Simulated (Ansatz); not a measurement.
## Spin–orbit splittings in Nb

```xyz
1
Lattice="-1.6549 1.6549 1.6549 1.6549 -1.6549 1.6549 1.6549 1.6549 -1.6549" Properties=species:S:1:pos:R:3 pbc="T T T"
Nb    0.0000    0.0000    0.0000
```

The conventional cell has a = 3.310 Å, b = 3.310 Å, c = 3.310 Å, α = 90.00°, β = 90.00°, γ = 90.00°. Around Nb (atom 1) lie 8 Nb at 2.87 Å.

The cell was built from the bcc type and relaxed in the same program, and has space group Im-3m; it needn't be a known or the stable phase.

Spin polarisation is left out, and whether a magnetic state lies lower isn't shown here.

Levels of theory: DFT, PBE, all-electron LAPW, scalar-relativistic (Ansatz 0.2.0); DFT, PBE, all-electron LAPW, Dirac equation with spin-orbit coupling (Ansatz 0.2.0).

Sampling and basis: a Γ-centred 16×16×16 k mesh, Fermi–Dirac smearing of 0.08 eV, basis error target 1 meV/atom, no spin polarisation.

Levels between -8 and 3 eV, each run counted from its own valence-band top where it has a gap, else its Fermi level. Scalar levels are listed once for both spins; with the coupling every spinor state is counted. Levels near the edges of the range can cross them.

(1) At Γ (0.000, 0.000, 0.000) the scalar-relativistic levels are -5.91, 0.35 (×3). What are they with spin–orbit coupling?

(2) At P (0.250, 0.250, 0.250) the scalar-relativistic levels are -1.10 (×3). What are they with spin–orbit coupling?

## Answers

(1) -5.91 (×2), 0.32 (×4), 0.43 (×2).

(2) -1.20 (×2), -1.05 (×4).
